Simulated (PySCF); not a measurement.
From one molecule to another.

First species: C2H3P.
Cartesian coordinates in Å at the PBE0-D3(BJ)/def2-SVP level; atoms count from 1:
```xyz
6
C2H3P angstrom
C     -0.6222   -0.0729    0.0118
C      0.8306   -0.0498   -0.0025
P      2.3775   -0.0222   -0.0227
H     -1.0182   -0.5768   -0.8850
H     -1.0010   -0.6102    0.8967
H     -1.0336    0.9497    0.0352
```

Second species: C₃ClFO.
InChI=1S/C3ClFO/c4-1-2(5)3(1)6

Levels: CAM-B3LYP/def2-SVPD for dipole moment, HOMO energy, LUMO energy, HOMO–LUMO gap, static isotropic polarisability and electronic spatial extent ⟨r²⟩ about the centre of nuclear charge; TDDFT CAM-B3LYP/def2-SVPD for lowest singlet excitation; TDA CAM-B3LYP/def2-SVPD for lowest triplet excitation (Tamm–Dancoff); ΔSCF CAM-B3LYP/def2-SVPD for vertical ionisation energy; PBE0-D3(BJ)/def2-SVP for rotational constant A and rotational constant C. Geometries: PBE0-D3(BJ)/def2-SVP. Each structure is a single optimised conformer of the isolated species, non-relativistic unless stated. Electronic properties by PySCF.

(1) Which of the two has the higher dipole moment, and by how much?

(2) Which has the higher static isotropic polarisability?

(3) Which of the two has the higher HOMO energy, and by how much?

(4) Which of the two has the higher vertical ionisation energy, and by how much?

(5) Which has the higher rotational constant A?

(6) Which of the two has the higher S1 energy, and by how much?

(7) Which has the higher T1 energy?

(8) Which of the two has the higher HOMO–LUMO gap, and by how much?

## Answers

(1) The second: 2.95 D against 1.49 D, a difference of 1.46 D.

(2) The second: 51.1 au against 48.8 au, a difference of 2.3 au.

(3) The first: -8.68 eV against -9.42 eV, a difference of 0.74 eV.

(4) The second: 10.42 eV against 9.80 eV, a difference of 0.62 eV.

(5) The first: 157.864 GHz against 3.914 GHz, a difference of 153.950 GHz.

(6) The second: 5.49 eV against 4.30 eV, a difference of 1.19 eV.

(7) The second: 4.94 eV against 3.31 eV, a difference of 1.63 eV.

(8) The second: 9.42 eV against 8.94 eV, a difference of 0.48 eV.

On the first: The polarisability is 7.23 Å³ as a volume (1 au = 0.148185 Å³), or 1.63 au for each of the 30 electrons. The dipole matches unit charges of opposite sign 0.31 Å apart (1 e·Å = 4.8032 D).

On the second: The vertical singlet–triplet gap S1 − T1 is 0.55 eV (TDDFT singlet less Tamm–Dancoff triplet; S1: HOMO→LUMO, weight 0.89; T1: HOMO−1→LUMO, weight 0.92). The ΔSCF ionisation energy exceeds −ε(HOMO) by 1.00 eV with CAM-B3LYP.
